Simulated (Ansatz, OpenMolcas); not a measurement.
## Li2 (lithium dimer): the energy, rung by rung

The species is Li2 (2 atoms), meant as a singlet with charge 0. SMILES: `[Li][Li]`. The bond length is the measured one.

```xyz
2

Li    0.0000    0.0000    0.0000
Li    0.0000    0.0000    2.6729
```

Each level gives the energy change with the Li1–Li2 bond stretched from 2.673 to 5.346 Å (eV). The values are calculated.

```csv
level,kind,program,value (eV),less FCI/3-21G
HF/3-21G (restricted),Hartree–Fock,OpenMolcas,1.23,+0.42
B3LYP/3-21G (restricted),global hybrid,Ansatz,1.10,+0.29
M06-2X/3-21G (restricted),hybrid meta-GGA,OpenMolcas,1.22,+0.41
B2PLYP/3-21G (restricted),double hybrid,Ansatz,1.07,+0.26
"SC-NEVPT2(2,2)/3-21G",multireference,OpenMolcas,0.51,-0.30
ACPF/3-21G (restricted),coupled cluster or CI,OpenMolcas,0.36,-0.45
CCSD(T)/3-21G (restricted),coupled cluster or CI,Ansatz,0.80,-0.01
CCSDT(Q)/3-21G (restricted),coupled cluster or CI,Ansatz,0.81,0.00
FCI/3-21G,exact in the basis,Ansatz,0.81,0.00
```

FCI/3-21G is exact within its basis and frozen core, so for wave-function methods in that basis the difference is their error; functionals converge differently with the basis, so for them it is only a difference. A spin-restricted reference rises too steeply as a bond breaks; here HF/3-21G, B3LYP/3-21G, M06-2X/3-21G, B2PLYP/3-21G lie well above the multireference or unrestricted value. The first shape isn't each level's own minimum. The values span 0.36 to 1.23 eV. All rows use very small basis sets, so none should be taken for the real molecule's value.
